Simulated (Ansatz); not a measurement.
**[H···H···SiH$_{3}$], doublet along the distance H1-H2**

Starting geometry:

```xyz
6

H    -2.6755    0.0000    0.0000
H    -1.9305    0.0000    0.0000
Si    0.1055    0.0000    0.0000
H     0.5555   -1.4163    0.0000
H     0.5555    0.7081   -1.2265
H     0.5555    0.7081    1.2265
```

From there H2 is moved from one fragment to the other while all else, the fragments' distance too, stays fixed; atoms are numbered as listed. Energies are in eV, counted from the starting geometry at the same level. Kohn–Sham curves are unrestricted where that lies lower.

Basis cc-pVDZ; Ansatz 0.2.0. Correlated methods freeze the noble-gas cores. R marks a restricted (for open shells ROHF) determinant.

In so small a basis the reference is far from its limit while semilocal and hybrid functionals are nearer theirs (RPA and double hybrids share much of the reference's basis error), so the functionals' errors here hold much of the reference's basis and frozen-core error, which can add to them or hide them.

Full CI isn't at hand for all of this; RCCSDTQ serves as the reference, and is uncertain by about the last step of the cluster series.

| distance H1-H2 (Å) | RCCSDTQ | SPW92 | PBE | r2SCAN | PBE0 | B3LYP | wB97M-V | B2PLYP | RPA-PBE |
| --- | --- | --- | --- | --- | --- | --- | --- | --- | --- |
| 0.745 | 0.000 | 0.000 | 0.000 | 0.000 | 0.000 | 0.000 | 0.000 | 0.000 | 0.000 |
| 0.830 | 0.029 | -0.086 | -0.039 | -0.012 | -0.011 | -0.008 | 0.004 | 0.014 | 0.020 |
| 1.000 | 0.271 | 0.023 | 0.125 | 0.174 | 0.183 | 0.187 | 0.219 | 0.232 | 0.256 |
| 1.171 | 0.346 | 0.168 | 0.269 | 0.286 | 0.296 | 0.303 | 0.321 | 0.314 | 0.357 |
| 1.341 | 0.402 | 0.403 | 0.470 | 0.438 | 0.439 | 0.449 | 0.425 | 0.402 | 0.437 |

Problem. Judged by the spread of the error over the points with a reference (largest less smallest), which of these follows RCCSDTQ best and which worst?

Solution. Subtracting the RCCSDTQ column from each: best B2PLYP (errors from -0.039 to 0.000, spread 0.039 eV), worst SPW92 (from -0.248 to 0.001, spread 0.249 eV). Functionals and wave-function methods converge differently with the basis, so part of this is basis effect.
